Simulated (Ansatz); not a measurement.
Relaxing gadolinium (hcp)

Theory: DFT, PBE, plane waves (420 eV) with PAW, scalar-relativistic (Ansatz 0.2.0).

k-point mesh 10×10×6, Fermi-Dirac smearing 0.05 eV, starting moments 7.00, -7.00 μB. Cell and atoms relax.

Starting structure:

```yaml
crystal:
  lattice:
    - [3.6360007066, 0.0, 0.0]
    - [-1.8180003533, 3.1488689801, 0.0]
    - [0.0, 0.0, 5.7826]
  atoms:
    - { symbol: Gd, position: [0.3333333333, 0.6666666667, 0.25], spin: 7.0 }
    - { symbol: Gd, position: [0.6666666667, 0.3333333333, 0.75], spin: -7.0 }
hamiltonian:
  xc: pbe
  pseudopotentials:
    kind: paw
    azcp:
      Gd: "pseudopotentials/Gd.paw.azcp"
basis:
  ecutwfc: 420
  fft_grid_basis: typed
kpoints:
  mp_grid: { grid: [10, 10, 6], shift: [0, 0, 0] }
magnetization:
  spin_polarized: true
scf:
  occupations: { method: fermi_dirac, width: 0.05 }
relax:
  max_steps: 60
  f_tol: 0.01
  cell: {}
```

Task: What cell does the relaxation end in?

Result: P6_3/mmc (spin ignored) with a = 3.620 Å, c = 5.800 Å (c/a = 1.602); 32.92 Å³ per atom against 33.10 at the start (-0.6 %).

Task: How much energy does the relaxation gain?

Result: 0.3 meV per atom.

Path of the relaxation (the plane waves are chosen anew near the end, which can shift the energy a little):

| step | E − E(final) (meV/atom) | V (Å³/atom) | P (GPa) | max force (eV/Å) |
| --- | --- | --- | --- | --- |
| 0 | 0.32 | 33.103 | -0.19 | 0.000 |
| 1 | -0.01 | 32.941 | -0.03 | 0.000 |
| 2 | -0.03 | 32.916 | 0.00 | 0.000 |
| 3 | 0.00 | 32.916 | 0.00 | 0.000 |

Task: Which magnetic state does it end in?

Result: antiferromagnetic, largest moment 7.26 μB in the atomic sphere; moments 7.26, -7.26 μB.

With an open f shell the SCF can settle in more than one state.
